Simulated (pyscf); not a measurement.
This saddle point was located with ωB97X-D3(BJ)/def2-SVP in PySCF.

```
Si
N 1 1.7129
H 2 1.0118 1 124.41
H 2 1.0131 3 114.33 1 176.19
N 1 1.7281 2 132.04 3 72.38
H 5 1.0136 1 122.05 2 -60.25
H 5 1.0149 6 112.72 1 -151.66
H 1 1.5068 2 99.47 3 -176.77
O 1 1.8893 8 94.76 5 109.93
H 9 0.9698 1 110.47 8 -70.57
H 9 1.1411 10 110.96 1 78.68
H 11 1.1359 9 140.14 10 -112.24
```

Surface: singlet, charge 0. Lowest wavenumbers (cm⁻¹): 1140i, 182, 223, 276, 370.

Q: Name the species on either side of this saddle.

A: H₂N–SiH₂–NH₂ + water (H₂O) ⇌ H₂N–SiH(NH₂)–OH + hydrogen (H₂), a four-centre exchange read from left to right: H–Si, H–O broken and O–Si, H–H formed. At ωB97M-D3(BJ)/def2-TZVP it lies +103.3 kJ/mol from the left side and +205.4 kJ/mol from the right (each side as separated species at their lowest minima found). On the reactant side the descent ends in a complex, 20.7 kJ/mol under the separated species and 127.3 kJ/mol under the saddle at ωB97X-D3(BJ)/def2-TZVP. At the saddle there is also a short H–Si contact that neither side keeps. One saddle was located; it need not be the lowest between these sides.
